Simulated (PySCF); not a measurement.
Compound: C3H3FN2.
SMILES with atom numbers: `[F:1][c:2]1[cH:3][n:4][nH:5][cH:6]1` (hydrogens: H7 on C3; H8 on N5; H9 on C6)

Structure used (PBE0-D3(BJ)/def2-SVP), in Å, numbered top down from 1:
```xyz
9
C3H3FN2 angstrom
F      2.240    0.481   -0.041
C      0.961    0.145   -0.023
C      0.421   -1.153   -0.112
N     -0.904   -1.101   -0.060
N     -1.199    0.185    0.059
C     -0.116    1.000    0.088
H      0.946   -2.102   -0.210
H     -2.170    0.465    0.116
H     -0.179    2.081    0.183
```

Method: core-valence-separated Tamm–Dancoff BHandHLYP/aug-pcX-1 (pcseg-1 on H) in PySCF, non-relativistic, gas phase, PBE0-D3(BJ)/def2-SVP geometry. BHandHLYP without relativity tends to put these K edges a few eV too low, so spacings mean more than positions.

The lowest roots of each edge with f over 0.003 (five at most, numbered afresh; weaker and dark ones are left out), with transition dipoles (au) in the frame of the coordinates:

| root | edge | E (eV) | μx | μy | μz |
| --- | --- | --- | --- | --- | --- |
| 1 | C | 284.13 | 0.0032 | -0.0076 | 0.0891 |
| 2 | C | 284.39 | -0.0033 | 0.0080 | -0.0934 |
| 3 | C | 286.04 | -0.0042 | 0.0082 | -0.0996 |
| 4 | C | 286.65 | 0.0048 | 0.0512 | 0.0043 |
| 5 | C | 286.83 | 0.0252 | -0.0423 | -0.0045 |
| 6 | N | 397.76 | -0.0028 | 0.0066 | -0.0782 |
| 7 | N | 400.22 | -0.0022 | 0.0055 | -0.0651 |
| 8 | N | 401.51 | -0.0063 | 0.0271 | 0.0025 |
| 9 | N | 401.67 | -0.0420 | 0.0156 | 0.0025 |
| 10 | N | 402.42 | -0.0206 | 0.0121 | 0.0016 |
| 11 | F | 686.29 | -0.0340 | -0.0083 | 0.0008 |
| 12 | F | 687.36 | 0.0007 | -0.0014 | 0.0177 |
| 13 | F | 687.73 | 0.0255 | 0.0085 | -0.0002 |
| 14 | F | 688.20 | 0.0158 | -0.0086 | -0.0014 |
| 15 | F | 688.47 | 0.0195 | 0.0121 | 0.0006 |

What are the oscillator strengths?

f = (2/3) ΔE |μ|², with ΔE in hartree (27.2114 eV):

```tsv
root	ΔE (Eh)	|μ|² (au)	f	core hole on
1	10.4418	0.008003	0.056	C3
2	10.4513	0.008799	0.061	C6
3	10.5119	0.009998	0.070	C2
4	10.5343	0.002668	0.019	C6
5	10.5407	0.002443	0.017	C3
6	14.6174	0.006159	0.060	N4
7	14.7080	0.004275	0.042	N5
8	14.7554	0.000782	0.008	N4
9	14.7610	0.002014	0.020	N5
10	14.7887	0.000572	0.006	N4
11	25.2208	0.001225	0.021	F1
12	25.2601	0.000314	0.005	F1
13	25.2737	0.000723	0.012	F1
14	25.2908	0.000325	0.005	F1
15	25.3007	0.000527	0.009	F1
```

What is the unit vector of the normal of the molecular plane, and which share of each root's |μ|² lies along it?

(-0.04, 0.08, -1.00), up to sign.

| root | core hole on | share along it | final orbital under reflection in the plane |
| --- | --- | --- | --- |
| 1 | C3 | 1.00 | odd |
| 2 | C6 | 1.00 | odd |
| 3 | C2 | 1.00 | odd |
| 4 | C6 | 0.00 | even |
| 5 | C3 | 0.00 | even |
| 6 | N4 | 1.00 | odd |
| 7 | N5 | 1.00 | odd |
| 8 | N4 | 0.00 | even |
| 9 | N5 | 0.00 | even |
| 10 | N4 | 0.00 | even |
| 11 | F1 | 0.00 | even |
| 12 | F1 | 1.00 | odd |
| 13 | F1 | 0.00 | even |
| 14 | F1 | 0.00 | even |
| 15 | F1 | 0.00 | even |

The 1s orbitals of atoms in the plane are even under the reflection, so light polarised along the normal reaches odd orbitals alone (the out-of-plane π set) and light polarised in the plane even ones.

For fixed molecules, how does the intensity of root 1 change when the electric field is turned 60° away from the normal of the molecular plane?

Intensity goes as (E·μ)², and μ lies along that direction, so it falls to cos²60° = 0.25 of its maximum; it vanishes at 90°.

Molecules are fixed in this frame and the field points along (0, 1, 1)/√2. What effective strengths 3 f cos²θ do the roots have (θ between field and μ)?

root 1 (C3): 0.069, root 2 (C6): 0.076, root 3 (C2): 0.088, root 4 (C6): 0.032, root 5 (C3): 0.023, root 6 (N4): 0.075, root 7 (N5): 0.052, root 8 (N4): 0.013, root 9 (N5): 0.005, root 10 (N4): 0.003, root 11 (F1): 0.001, root 12 (F1): 0.007, root 13 (F1): 0.002, root 14 (F1): 0.003, root 15 (F1): 0.004. Root 3 is the strongest. Averaged over all orientations cos²θ is 1/3, which gives f back.

